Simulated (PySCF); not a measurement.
C₂HFS.
Structure used (PBE0-D3(BJ)/def2-SVP), in Å, numbered top down from 1:
```
atom  x, y, z in Å
F1    -1.4151   -0.9423    0.0045
C2    -0.5667    0.0864    0.0035
C3     0.7452   -0.0653   -0.0208
S4     2.2983   -0.1902   -0.0490
H5    -1.0284    1.0777    0.0241
```

Computed with EOM-IP-CCSD/aug-cc-pVDZ in PySCF, restricted Hartree–Fock reference, 8 core orbitals frozen, non-relativistic, gas phase, PBE0-D3(BJ)/def2-SVP geometry.

The vertical ionisation energies are 8.79, 12.28, 12.54, 14.13, 15.57, 16.49, 18.09 eV.

Q: Which Hartree–Fock orbital leads each hole, and what is its Koopmans value −ε?

A: 
| leading hole (HF orbital) | Koopmans (eV) | EOM-IP-CCSD (eV) | change (eV) | one-hole share |
| --- | --- | --- | --- | --- |
| HOMO | 9.13 | 8.79 | -0.34 | 0.96 |
| HOMO-1 | 12.26 | 12.28 | +0.02 | 0.95 |
| HOMO-2 | 13.82 | 12.54 | -1.28 | 0.90 |
| HOMO-3 | 16.06 | 14.13 | -1.93 | 0.94 |
| HOMO-4 | 17.42 | 15.57 | -1.85 | 0.92 |
| HOMO-5 | 19.51 | 16.49 | -3.02 | 0.87 |
| HOMO-6 | 20.40 | 18.09 | -2.31 | 0.92 |

Q: Does the order of the lines follow the orbital energies?

A: Yes, no two lines change places. The corrections run from -3.02 to +0.02 eV, with a mean of -1.53 eV over the 7 lines; EOM-IP-CCSD lies above the Koopmans value for HOMO-1.

Q: At what kinetic energies would He I light (21.22 eV) eject these electrons?

A: 12.43 eV (HOMO), 8.94 eV (HOMO-1), 8.68 eV (HOMO-2), 7.09 eV (HOMO-3), 5.65 eV (HOMO-4), 4.73 eV (HOMO-5), 3.13 eV (HOMO-6).

One root was sought for each valence orbital with −ε under 21 eV, eight at most, so deeper holes and satellites are missing; no vibrational structure.

Hardware: Arm Neoverse V1, one thread, no GPU, shared host with 32 logical CPUs at a one-minute load of 11. Cost: 6.1 min, 1.1 GiB resident at most.
